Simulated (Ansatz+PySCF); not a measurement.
## doublet CHN(+): levels of theory in one basis

```xyz
3

C     0.0000    0.0000   -0.0547
N     0.0000    0.0000    1.2028
H     0.0000    0.0000   -1.1481
```

Basis set: cc-pVTZ (spherical functions). Correlated methods keep 2 orbitals frozen. Correlation on ROHF uses semicanonical orbitals with singles. Charge 1, multiplicity 2.

Computed with Ansatz (development build ahead of 0.2.0) and PySCF 2.14.0; each method stands on the lowest determinant of its kind that the runs found.

```tsv
method	E − E(ROHF) (eV)	<S²> of the determinant
ROHF	0.00	0.75
UHF	-0.16	0.97
ROHF-MP2	-7.86	–
UHF-MP2	-7.31	0.97
```

Question: What does ROHF-CCSD(T) give on the same scale?

Answer: -8.77 eV.

Question: Is a single determinant a sound starting point here?

Answer: Only with care. Unrestricted orbitals gain 0.16 eV and <S²> is 0.97 against 0.75 for a pure state, a contamination that matters most for the unrestricted series.

Caution for UHF, UHF-MP2: the unrestricted determinant is spin contaminated. Caution for ROHF-MP2, UHF-MP2: forces differ strongly between restricted and unrestricted references; MP2 on this radical cation hangs on the determinant chosen.
